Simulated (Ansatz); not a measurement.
Ansatz (an electronic-structure program) input:

Ansatz 0.2 input:
```yaml
crystal:
  periodic: [false, false, false]
  atoms:
    - {symbol: Li, position_ang: [-0.00000000, -0.00000000, -0.39768250]}
    - {symbol: H, position_ang: [0.00000000, 0.00000000, 1.19304749]}
basis:
  gaussian:
    orbitals: def2-TZVPP
hamiltonian:
  xc: pbe
magnetization: {spin_polarized: false}
correlation: {method: rpa, electrons: outside_noble_gas}
```

Task: Predict the final energy.

Result: -8.04950 Eh (RPA@PBE/def2-TZVPP). The basis has 33 functions.
